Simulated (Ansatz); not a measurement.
Born–Oppenheimer molecular dynamics of CH₆Si (8 atoms, charge 0, multiplicity 1). It starts at the highest image of a converged band. Of that band: Neighbouring images differ by up to 1.4 eV, so the band resolves the path poorly. A vibrational analysis at the climbing image gives one clearly imaginary mode, 1094i cm⁻¹: a first-order saddle point.

These are results of Ansatz 0.2.0, RKS PBE-D4/def2-SVP, not measurements.

* ensemble: NVE (velocity Verlet)
* time step: 0.5 fs
* steps asked: 200
* starting velocities drawn for: 100 K
* seed: 3381

First frame:

```xyz
8
Properties=species:S:1:pos:R:3
Si 0.270 0.011 -0.487
C 1.005 -0.002 1.689
H 0.064 -0.329 2.161
H 1.819 -0.700 1.964
H 1.263 1.034 1.970
H 1.599 -0.042 0.270
H -0.536 1.230 -0.113
H -0.581 -1.201 -0.192
```

Problem. How far do the bonds stretch over the last three quarters of this one trajectory? (Pairs bonded in most of those frames.)

Solution. 
```
  bond  mean (Å)  spread (Å)  shortest  longest
Si1–H7     1.549       0.010      1.53     1.56
Si1–H8     1.549       0.009      1.54     1.56
 C2–H3     1.109       0.021      1.06     1.16
 C2–H4     1.108       0.020      1.06     1.16
 C2–H5     1.108       0.024      1.07     1.15
 C2–H6     1.144       0.096      1.00     1.33
```

Mean temperature of the second half: 488 K. The conserved energy stayed within 0.49 meV per atom of its start (net change -0.083 meV per atom), so the integration is sound. The kinetic energy rose, since the run started high on the potential surface and went downhill. It ends in pieces (CH4 + H2Si), so much of that is their flight and rotation, not heat. A run of 0.1 ps of so small a system gives no equilibrium averages. The orbitals stay closed-shell, which can raise the energy where a bond breaks towards radicals; this wasn't checked here.

Time of the run: 4 min on 1 thread of Arm Neoverse V1, with other jobs on the host, peak memory 0.099 GiB.
